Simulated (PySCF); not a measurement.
**Core binding energy against partial charge**

Species: C₄H₄FN.
Geometry (PBE0-D3(BJ)/def2-SVP, Å), atoms numbered from 1 in this order:
```xyz
10
C4H4FN angstrom
N      2.7606    0.4221   -0.4012
C      1.6805    0.3161    0.0008
C      0.3241    0.1775    0.4829
F      0.1993    0.4723    1.7992
C     -0.8264    0.5316   -0.4077
C     -0.5575   -0.9036   -0.0614
H     -0.6087    0.8885   -1.4168
H     -1.6556    1.0309    0.0995
H     -0.1452   -1.5693   -0.8230
H     -1.2026   -1.3780    0.6820
```

Binding energies: delta-SCF UKS SCAN, pcX-2 on the ionised atom, pcseg-1 elsewhere, spin-free X2C (PySCF). Charges: PBE0/pcSseg-1 ground-state density, for the ionised atom.

```tsv
atom	environment	C 1s (eV)	Mulliken (e)	IAO (e)	Hirshfeld (e)	ESP (e)
C5	three-membered-ring carbon	291.88	-0.203	-0.287	-0.077	-0.314
C2	nitrile carbon	292.67	+0.103	+0.119	+0.075	+0.367
C3	sp3 C–F carbon	294.69	+0.161	+0.269	+0.106	+0.134
```

Q: How well does each charge scheme correlate with the binding energies over these sites?

A: IAO: r = 0.87, slope 4.4 eV per e; Hirshfeld: r = 0.82, slope 12.1 eV per e; Mulliken: r = 0.81, slope 6.0 eV per e; ESP: r = 0.44, slope 1.8 eV per e. IAO charges have the highest r, on only 3 points.

Q: The point-charge model writes a binding energy as kq + V + constant, with V the potential of the other atoms' charges at the site. What does it give with the Hirshfeld charges?

A: V = Σ 14.40 eV Å × q/r over all other atoms: +1.95 eV at C5, -1.64 eV at C2, -1.06 eV at C3. Fitting binding energy − V to q gives k = 30.8 eV per e and leaves an rms residual of 0.20 eV, against 0.68 eV for the fit on q alone. The model has no term for differences in relaxation between sites.

Isolated species at its PBE0-D3(BJ)/def2-SVP geometry, gas phase.
